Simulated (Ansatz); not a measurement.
# Anatase TiO2 (metastable phase)

Calculation: r²SCAN (Ansatz, a quantum-chemistry and plane-wave program, plane waves, PAW).

Run with plane-wave cutoff 500 eV, 8×8×1 k mesh (along the axes of the cell as run), gaussian smearing 0.02 eV, scalar-relativistic PAW data made under PBE.

Cell: relaxed at this level.

```
Item                                  Value
--------------------------------  ---------
surface energy of the (001) face  1.29 J/m²
ionisation potential of the slab    6.46 eV
```

The slab of 24 atoms is relaxed and unreconstructed.

Static lattice: no zero-point or thermal effects.

It cost very roughly 12 core-minutes of CPU time.
